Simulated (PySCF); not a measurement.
# Dipole moment and polarisability across levels of theory

Compound: butyric acid, C₄H₈O₂.
SMILES: `CCCC(=O)O`

PySCF, dipoles from the SCF density, polarisabilities from static response with core orbitals frozen. Geometry: PBE0-D3(BJ)/def2-SVP, one conformer, isolated molecule.

The anisotropy is √(½[(α1 − α2)² + (α2 − α3)² + (α3 − α1)²]).

| level | μ (D) | α (Å³) | anisotropy (Å³) |
| --- | --- | --- | --- |
| LDA/def2-SVPD | 1.574 | 9.02 | 3.20 |
| PBE/def2-SVPD | 1.540 | 8.92 | 3.18 |
| B3LYP/def2-SVPD | 1.594 | 8.60 | 2.85 |
| PBE0/def2-SVPD | 1.600 | 8.51 | 2.82 |
| BHandHLYP/def2-SVPD | 1.671 | 8.23 | 2.55 |
| CAM-B3LYP/def2-SVPD | 1.622 | 8.47 | 2.68 |
| wB97X-D/def2-SVPD | 1.625 | 8.45 | 2.67 |
| LC-wPBE/def2-SVPD | 1.617 | 8.27 | 2.55 |
| HF/def2-SVPD | 1.790 | 7.85 | 2.20 |
| PBE0/6-31G* | 1.420 | 6.99 | 2.44 |
| PBE0/def2-SVP | 1.467 | 7.15 | 2.46 |
| PBE0/def2-TZVP | 1.542 | 8.16 | 2.76 |

The dipole runs from 1.42 D (PBE0/6-31G*) to 1.79 D (HF/def2-SVPD). No reference polarisability is at hand; against PBE0 in the largest diffuse basis at hand (def2-SVPD) the other PBE0 rows deviate by 6-31G* -18%, def2-SVP -16%, def2-TZVP -4%. In one basis (def2-SVPD) the functionals order the polarisability from HF (lowest) to LDA (highest), a spread of 15%. With PBE0 the polarisability is 7.43 Å³ without diffuse functions (mean of 6-31G*, def2-SVP and def2-TZVP) and 8.51 Å³ with them (def2-SVPD).
